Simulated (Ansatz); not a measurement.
# AlSiH₂ (doublet): wave-function methods side by side, def2-QZVPP

One table from this session's results is given with a row withheld; the runs are named, their logs left out.

Method: def2-QZVPP, core rule «outside noble gas», up to 10 orbitals frozen; program: Ansatz 0.2.0, Gaussian basis.

The runs, in order: UHF; ROHF; CCSD(T) on UHF.

### What is computed

The geometry is a PBE0/def2-TZVP stationary point (not a proven minimum) of the parent state, kept for this charge and spin.

4 atoms, charge 0, spin multiplicity 2.

Atoms are counted from 1 here; the program's logs count them from 0.

Bond lengths: Si1–Al2 2.337 Å, Si1–H3 1.490 Å, Si1–H4 1.490 Å. Angles: Al2–Si1–H3 125.4°, Al2–Si1–H4 125.4°, H3–Si1–H4 109.2°.

Coordinates:

```
Si    0.0000    0.0000    1.0744
Al    0.0000    0.0000   -1.2631
H     0.0000    1.2144    1.9373
H     0.0000   -1.2144    1.9373
```

Set-up of the first run:

The input, in.yaml:

```yaml
crystal:
  periodic: [false, false, false]
  atoms:
    - {symbol: Si, position_ang: [0.000000, 0.000000, 1.074378]}
    - {symbol: Al, position_ang: [0.000000, 0.000000, -1.263082]}
    - {symbol: H, position_ang: [0.000000, 1.214383, 1.937350]}
    - {symbol: H, position_ang: [0.000000, -1.214383, 1.937350]}
basis:
  gaussian: {orbitals: "def2-QZVPP.json"}
magnetization: {spin_polarized: true, initial_magnetization: 1}
hamiltonian: {xc: hf}
output: {orbitals: {seedname: orbitals}}
```

Started as:

```bash
$ ansatz run in.yaml --threads 1 --pin off --events-out ev --progress --plain --max-ram 2393MiB
```

Among the steps run: UHF; ROHF; CCSD(T) on UHF.

One of the session's tables, all rows but one given; the rest of the session is left out.

```
  method  from UCCSD(T) (kcal/mol)
    ROHF                   +137.59
     UHF                   +133.74
    UMP2                         ?
   UCCSD                     +5.23
UCCSD(T)                         0
```

Q: Estimate the row for UMP2 from the others.

The run gave: from UCCSD(T) (kcal/mol): +26.85. In the column «from UCCSD(T) (kcal/mol)» it lies between UCCSD (+5.23) and UHF (+133.74).

Caveats from the session: Warnings: spin contamination; coupled cluster took another determinant than the lowest.
